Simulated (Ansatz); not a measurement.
bcc V was calculated with RPBE in Ansatz (PAW).

Settings: plane-wave cutoff 520 eV, 26×26×26 k mesh, Fermi–Dirac smearing 0.05 eV, no spin polarisation, scalar-relativistic PAW data made under PBE.

Results at a series of volumes:

| V (Å³/atom) | E − E_lowest (meV/atom) | P (GPa) |
|---|---|---|
| 12.956 | 29.56 | 12.02 |
| 13.231 | 12.73 | 7.62 |
| 13.507 | 3.09 | 3.64 |
| 13.782 | 0.00 | 0.02 |
| 14.058 | 2.84 | -3.27 |
| 14.334 | 11.07 | -6.25 |
| 14.609 | 24.17 | -8.94 |

Task: Estimate the bulk modulus from the pressures at 13.507 and 14.058 Å³/atom, and compare it with a fit to all energies.

Result: B = −V dP/dV. Between V = 13.507 and 14.058 Å³/atom, dP/dV = (-3.27 − (3.64))/(14.058 − 13.507) = -12.5 GPa per Å³/atom; at the midpoint 13.782 Å³/atom this gives B ≈ 173 GPa. The third-order Birch–Murnaghan fit gives V0 = 13.784 Å³/atom, B0 = 172 GPa, B′ = 3.9, which lies within 1 % of that estimate.

Measured, for comparison: bulk modulus 161 GPa (corrected for temperature and zero-point phonon effects, sources range from 159 to 166; as tabulated in Levämäki et al. (2014), arXiv:1402.3671); equilibrium volume per atom 13.79 Å³/atom (static lattice: zero-point anharmonic expansion removed; as tabulated in Mejia-Rodriguez and Trickey (2018), arXiv:1807.09216). Computed less measured: bulk modulus +7 % (+3.6 % to +8 % over the range), equilibrium volume per atom -0.1 %.

Static lattice: no zero-point or thermal effects.

Computing time: roughly 50 core-seconds.

Ansatz is a first-principles code.
